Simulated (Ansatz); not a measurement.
# CLi: the cost of one run

Computed with Ansatz 0.2.0, Gaussian basis. Level: the settings change from run to run.

48 further runs of the same task are left out: 34 for a known fault of the program, 12 that didn't finish, 2 set aside as unsound or not needed.

**1. The system**

The geometry derives from a PBE0/def2-TZVPD stationary point (not a proven minimum). One bond is set to the value named and the two fragments are kept rigid.

2 atoms, charge -1, spin multiplicity 3.

Atoms are counted from 1 here; the program's logs count them from 0.

Bond lengths: C1–Li2 2.177 Å.

**2. CCSDT on UHF/def2-SVPD**

Contents of in.yaml:

```yaml
crystal:
  periodic: [false, false, false]
  atoms:
    - {symbol: C, position_ang: [0.000000, 0.000000, 0.000000]}
    - {symbol: Li, position_ang: [0.000000, 0.000000, 2.177000]}
basis:
  gaussian: {orbitals: def2-SVPD}
total_charge: -1
magnetization: {spin_polarized: true, initial_magnetization: 2}
correlation: {method: ccsdt, electrons: valence, diis_vectors: 12}
output: {forces: true}
```

Started as:

```bash
$ ansatz run in.yaml --threads 1 --pin off --events-out ev --progress --plain --max-ram 2393MiB
```

**Question.** How long does this run take on 1 thread of Arm Neoverse V1, shared host, and how much memory does it need?

About 57 s, with a peak of 0.36 GiB.
